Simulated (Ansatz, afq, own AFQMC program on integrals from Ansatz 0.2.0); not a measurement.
## AlNH₂, triplet: AFQMC among the cluster methods

```xyz
4

Al    0.0000   -0.0849    0.6205
N     0.0000    0.0356   -1.1435
H     0.0000    1.3500    1.3538
H     0.0000    0.4271   -2.0731
```

Connectivity, by distances: AlH–NH.

Basis cc-pVDZ. Only valence electrons are correlated. Integrals, coupled cluster, full CI and functionals: Ansatz 0.2.0; the random walks run on the same integrals in our own AFQMC program. ph-AFQMC/CISD is guided by a CISD state made of CCSD amplitudes; releasing the constraint for a short imaginary time cuts its bias at the price of noise, slowly where states lie close. Free AFQMC starts from the CCSD state and is never constrained. Its projection time is finite, and what remains of the start isn't in its error. Error bars are statistical, one sigma.

Determinant: UHF, the one that the program's search chose, which needn't be the lowest solution. The geometry is a point of a scan.

No full CI on the walks' own integrals is used here; CCSDT(Q) serves as the reference and is uncertain by about the last step of the cluster series.

Cautions: lower spins were not checked.

The T1 diagnostic is 0.0207, the weight of the determinant in the CISD state is 0.902 and the ⟨S²⟩ of the determinant is 2.016. The size of the correlated space is 10 electrons in 36 orbitals.

```tsv
level	correlation energy (eV)
MP2	-4.9142
CCSD	-5.6576
CCSD(T)	-5.7930
```

Estimate where free-projection AFQMC lies against CCSD(T) on the same integrals.

3.2 ± 1.1 kJ/mol below CCSD(T).

Reference: CCSDT(Q), correlation energy -5.836 eV. The released energy is read at 2.40 1/Eh (meV from the phaseless value at times in 1/Eh: 2 ± 10 at 0.24, 7 ± 9 at 0.51, -4 ± 10 at 0.99, -4 ± 13 at 1.62, -2 ± 14 at 2.40).

| level | E − E(reference) (kJ/mol) | share of correlation (%) |
| --- | --- | --- |
| CCSD(T) | 4.1 | 99.27 |
| CCSDT | 1.3 | 99.78 |
| ph-AFQMC/HF | 6.0 ± 6.4 | 98.93 |
| ph-AFQMC/CISD | 0.3 ± 0.9 | 99.95 |
| released AFQMC | 0.1 ± 1.4 | 99.99 |
| free AFQMC | 0.9 ± 1.1 | 99.84 |

Free projections are given only where their last times agree within the noise and don't stop above the reference; a slow remainder of the start can still hide under it. A walk keeps the symmetry of its determinant, which the program's search chose and which needn't be the lowest solution, so a lower state of the same spin and another symmetry isn't excluded. Released energies are given only where the last usable release times agree within the noise; a slower fall can still hide under it.
